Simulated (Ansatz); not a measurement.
Diamond-structure Si

Computed with PBE-D4 (PAW; Ansatz, a first-principles code).

Settings: plane-wave cutoff 520 eV, 12×12×12 k mesh, Fermi–Dirac smearing 0.01 eV, scalar-relativistic PAW data made under PBE.

Cell (relaxed at this level):

```yaml
crystal:
  lattice:
    - [0.00000, 2.70962, 2.70962]
    - [2.70962, 0.00000, 2.70962]
    - [2.70962, 2.70962, 0.00000]
  atoms:
    - { symbol: Si, position: [0.00000, 0.00000, 0.00000] }
    - { symbol: Si, position: [0.25000, 0.25000, 0.25000] }
```

* **bulk modulus B0**: 93.9 GPa
* **band gap**: 0.56 eV (indirect)
* **smallest direct gap on the k points sampled**: 2.56 eV
* **width of the whole s-p valence band**: 12.01 eV
* **pressure derivative B′ of the bulk modulus**: 4.6

Measured, for comparison: bulk modulus 101 GPa (0 K value with zero-point phonon effects removed; as tabulated in Sun et al. (2011), doi:10.1103/physrevb.84.035117). Computed (rounded) less measured: bulk modulus -7 %.

Computed values are for the static lattice.
